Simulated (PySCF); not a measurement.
# A PySCF run on CN⁻

State: ¹Σ⁺ (singlet), closed shell.

An equivalent input (the run itself took its basis sets from the Basis Set Exchange, started from a PBE0 density and held the occupation σ 5α 5β, πx 1α 1β, πy 1α 1β):

```python
from pyscf import gto, dft
mol = gto.M(atom='C 0 0 0; N 0 0 1.184', basis={'C': 'aug-cc-pVDZ', 'N': 'aug-cc-pVDZ'},
            charge=-1, spin=0, verbose=4, symmetry='C2v')
mf = dft.UKS(mol, xc='PBE0')
mf.grids.atom_grid = (80, 434)
mf.grids.prune = dft.gen_grid.treutler_prune
mf.irrep_nelec = {'A1': (5, 5), 'B1': (1, 1), 'B2': (1, 1)}
mf.conv_tol = 1e-9
mf.max_cycle = 60
mf.diis_space = 10
mf.kernel()
```

The log (some set-up lines and the per-cycle HOMO/LUMO lines removed):

```
******** <class 'pyscf.dft.uks_symm.SymAdaptedUKS'> ********
method = SymAdaptedUKS
damping factor = 0
level_shift factor = 0
DIIS = <class 'pyscf.scf.diis.CDIIS'>
diis_start_cycle = 1
diis_space = 10
diis_damp = 0
SCF conv_tol = 1e-09
SCF conv_tol_grad = None
SCF max_cycles = 60
number electrons alpha = 7  beta = 7
Set gradient conv threshold to 3.16228e-05
init E= -92.7407282093017
cycle= 1 E= -92.7550797234  delta_E= -0.0144  |g|= 0.0174  |ddm|= 0.093
cycle= 2 E= -92.7549392812435  delta_E= 0.00014  |g|= 0.0262  |ddm|= 0.0726
cycle= 3 E= -92.7552475701779  delta_E= -0.000308  |g|= 0.00761  |ddm|= 0.0366
cycle= 4 E= -92.7552756221307  delta_E= -2.81e-05  |g|= 0.000888  |ddm|= 0.0114
cycle= 5 E= -92.755275985864  delta_E= -3.64e-07  |g|= 0.000133  |ddm|= 0.00166
cycle= 6 E= -92.7552759968637  delta_E= -1.1e-08  |g|= 4.2e-06  |ddm|= 0.000306
cycle= 7 E= -92.7552759968765  delta_E= -1.29e-11  |g|= 5.35e-07  |ddm|= 3.08e-05
Extra cycle  E= -92.7552759968764  delta_E= 1.28e-13  |g|= 1.14e-06  |ddm|= 2.2e-06
converged SCF energy = -92.7552759968764  <S^2> = -9.7699626e-15  2S+1 = 1
```

Repeating this along the bond gives Re = 1.182 Å and ωe = 2137 cm⁻¹.

A point of this curve took 0.84 CPU seconds beside 0.037 for the integrals, on Arm Neoverse V2 (shared host).
